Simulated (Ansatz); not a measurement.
in.yaml

```yaml
crystal:
  periodic: [false, false, false]
  atoms:
    - {symbol: Al, position_ang: [0.000000, 0.000000, -0.102095]}
    - {symbol: H, position_ang: [0.000000, 0.899579, 1.366496]}
    - {symbol: H, position_ang: [0.000000, -0.899579, 1.366496]}
basis:
  gaussian: {orbitals: cc-pVTZ, fitting: {mean_field: def2-universal-jkfit}}
total_charge: 1
magnetization: {spin_polarized: false, initial_magnetization: 2}
correlation: {method: ccsd, electrons: valence}
accuracy: high
scf: {omitted_lower_state_checks: [cluster_reference]}
```

```sh
$ ansatz run in.yaml --threads 1 --pin off --events-out ev --progress --plain --max-ram 2393MiB
```

The program prints:

```
these checks for a lower state are left out or cut short: cluster_reference
164 factors; integrals over basis functions are off by at most 1.2e0 eV
mean field evaluation 1: about -6603.4413 eV, gradient 5.6e0 eV
mean field evaluation 2: about -6603.7926 eV, gradient 1.5e0 eV
mean field evaluation 4: about -6603.8355 eV, gradient 2.7e-1 eV
mean field evaluation 8: about -6601.9259 eV, gradient 8.9e0 eV
mean field evaluation 16: about -6603.8386 eV, gradient 2.5e-8 eV
mean field -6603.83858984 eV, -242.6865919342 hartree, gradient 2.5e-8 eV, S^2 2.000000; 2 other end points of the search recorded, 0 dependent functions left out
5 core orbitals not correlated: weight in the atoms' cores, before any rotation towards them, 1.000 or more for the frozen orbitals, at most 0.000 for the correlated occupied ones
reference -6603.83858984 eV, -242.6865919342 hartree; 3, 1 occupied and 54, 56 virtual orbitals, 164 factors
second order -1.28381526 eV of doubles, -0.14887838 eV of singles
cycle   1  -1.70270743 eV  change   -2.7e-1 eV  update   5.0e-2
cycle   2  -1.84257045 eV  change   -1.4e-1 eV  update   2.3e-2
cycle   3  -1.84996725 eV  change   -7.4e-3 eV  update   7.7e-3
cycle   4  -1.85309925 eV  change   -3.1e-3 eV  update   2.2e-3
cycle   5  -1.85258168 eV  change    5.2e-4 eV  update   6.8e-4
cycle   6  -1.85255717 eV  change    2.5e-5 eV  update   2.0e-4
cycle   7  -1.85264163 eV  change   -8.4e-5 eV  update   6.2e-5
cycle   8  -1.85260843 eV  change    3.3e-5 eV  update   1.7e-5
cycle   9  -1.85260985 eV  change   -1.4e-6 eV  update   6.2e-6
cycle  10  -1.85261109 eV  change   -1.2e-6 eV  update   2.5e-6
cycle  11  -1.85261106 eV  change    3.0e-8 eV  update   8.3e-7
cycle  12  -1.85261075 eV  change    3.0e-7 eV  update   2.7e-7
cycle  13  -1.85261089 eV  change   -1.4e-7 eV  update   1.0e-7
cycle  14  -1.85261097 eV  change   -7.7e-8 eV  update   3.4e-8
cycle  15  -1.85261095 eV  change    2.1e-8 eV  update   2.0e-8
cycle  16  -1.85261093 eV  change    1.4e-8 eV  update   3.7e-8
cycle  17  -1.85261092 eV  change    9.2e-9 eV  update   1.3e-8
cycle  18  -1.85261092 eV  change    1.8e-9 eV  update   3.6e-9
cycle  19  -1.85261092 eV  change   3.9e-10 eV  update   1.2e-9
cycle  20  -1.85261092 eV  change   3.8e-11 eV  update  3.7e-10
Total energy: -6605.69120077 eV, -242.7546741298 hartree
Checks for a lower state left out: cluster_reference
```

Ran on 1 thread of Intel Xeon Platinum 8259CL, shared host: 1 s wall, 0.17 GiB peak host memory.
